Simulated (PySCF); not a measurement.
# Field gradients at the hydrogen positions

C6H6.
Numbering: `[CH:1]#[C:2][CH2:3][CH:4]=[C:5]=[CH2:6]` (hydrogens: H7 on C1; H8, H9 on C3; H10 on C4; H11, H12 on C6)

Cartesian coordinates in Å at the GFN2-xTB level; atoms count from 1:
```
atom  x, y, z in Å
C1    -2.942   -0.225   -0.663
C2    -1.950    0.216   -0.159
C3    -0.731    0.701    0.458
C4     0.289   -0.409    0.551
C5     1.472   -0.340    0.028
C6     2.655   -0.242   -0.489
H7    -3.819   -0.589   -1.109
H8    -0.967    1.064    1.465
H9    -0.329    1.531   -0.128
H10   -0.030   -1.298    1.079
H11    2.863   -0.564   -1.497
H12    3.489    0.153    0.070
```

Level: PBE0/pcSseg-1 (PySCF, non-relativistic); Q(2H) = 0.00286 b; rigid geometry, the same for H and D, with no vibrational averaging.

Problem. Rank these positions by the coupling χzz of a deuteron there, largest first.
A. H7 (alkyne hydrogen)
B. H10 (hydrogen on carbon)
C. H9 (methylene hydrogen)
D. H11 (hydrogen on carbon)

Solution. A (267 kHz), D (226 kHz), B (218 kHz), C (200 kHz).

Problem. What are Vzz, η and χzz (234.96 MHz × Q × Vzz) at all hydrogens?

Solution. 
| atom | bonded to | bond length (Å) | Vzz (au) | η | χzz (kHz) |
| --- | --- | --- | --- | --- | --- |
| H7 | C1 | 1.049 | 0.3978 | 0.00 | 267 |
| H8 | C3 | 1.096 | 0.2942 | 0.01 | 198 |
| H9 | C3 | 1.093 | 0.2972 | 0.03 | 200 |
| H10 | C4 | 1.082 | 0.3250 | 0.08 | 218 |
| H11 | C6 | 1.078 | 0.3362 | 0.06 | 226 |
| H12 | C6 | 1.079 | 0.3358 | 0.06 | 226 |

Problem. How does χzz go with the bond length over the 6 C–H bonds?

Solution. A straight-line fit has a slope of -15.0 kHz for each 0.01 Å, with a correlation coefficient of -1.00, over lengths from 1.049 to 1.096 Å. The longer bonds have the smaller couplings here.

Geometry: GFN2-xTB, one conformer, isolated molecule. GFN2-xTB bond lengths can be off by several hundredths of an ångström, more for odd bonds, and the gradients follow them. With so small a basis the couplings can be 20 % off.

These values come from a run that also computed NMR shieldings. Hardware: one thread, Arm Neoverse V2 (aarch64), shared host with 96 logical CPUs at a one-minute load of 30. Cost: 8.5 s, 0.60 GiB resident at most.
